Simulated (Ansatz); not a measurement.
# SiCF (quartet): wave-function methods side by side, cc-pVDZ

An exercise on one series of results from a longer session: the logs are not shown, and one member is left open.

The runs use Ansatz 0.2.0, Gaussian basis; cc-pVDZ, core rule «outside noble gas», up to 7 orbitals frozen.

Plan: UHF; CCSD(T) on ROHF; CCSD(T) on UHF; BCCD(T) on ROHF; CISD; CCSDT(Q) on ROHF; CCSDT(Q) on UHF.

23 further runs of the same task are left out: 4 for a known fault of the program, 6 that didn't finish, 13 set aside as unsound or not needed.

## What is computed

The geometry is a PBE0/def2-TZVP stationary point (not a proven minimum) of the parent state, kept for this charge and spin.

3 atoms, charge 0, spin multiplicity 4.

Atoms are counted from 1 here; the program's logs count them from 0.

Bond lengths: F1–C2 1.276 Å, C2–Si3 1.687 Å. Angles: F1–C2–Si3 180.0°.

Geometry (Å):

```xyz
3
charge 0, multiplicity 4
F     0.0000    0.0000   -1.4130
C     0.0000    0.0000   -0.1368
Si    0.0000    0.0000    1.5499
```

Set-up of the first run:

Input file in.yaml:

```yaml
crystal:
  periodic: [false, false, false]
  atoms:
    - {symbol: F, position_ang: [0.000000, 0.000000, -1.413044]}
    - {symbol: C, position_ang: [0.000000, 0.000000, -0.136834]}
    - {symbol: Si, position_ang: [0.000000, 0.000000, 1.549877]}
basis:
  gaussian: {orbitals: cc-pVDZ}
magnetization: {spin_polarized: true, initial_magnetization: 3}
hamiltonian: {xc: hf}
output: {orbitals: {seedname: orbitals}}
```

The run is started by

```console
ansatz run in.yaml --threads 1 --pin off --events-out ev --progress --plain --max-ram 2393MiB
```

Among the steps run: UHF; CCSD(T) on ROHF; CCSD(T) on UHF; BCCD(T) on ROHF; CISD; CCSDT(Q) on ROHF; CCSDT(Q) on UHF.

One table of the session follows, with a row left open; its other results are not shown here.

| method | from UCCSDT(Q) (meV) |
| --- | --- |
| ROHF | +10302.8 |
| UHF | +9954.5 |
| RMP2 | +1131.0 |
| UMP2 | +1172.5 |
| CISD | +1224.3 |
| RCCSD | +307.3 |
| UCCSD | +301.2 |
| RCCSD(T) | ? |
| UCCSD(T) | +55.9 |
| BCCD(T) | +51.0 |
| RCCSDT | +21.3 |
| UCCSDT | +20.2 |
| RCCSDT(Q) | +4.6 |
| UCCSDT(Q) | 0 |

**Question.** Estimate the row for RCCSD(T).

The run gave: from UCCSDT(Q) (meV): +55.4. In the column «from UCCSDT(Q) (meV)» it lies between BCCD(T) (+51.0) and UCCSD(T) (+55.9).

Limits of these values: Restricted and unrestricted rows rest on different reference determinants; where their highest levels disagree by more than a few hundredths of an eV, they describe different states and don't form one ladder.
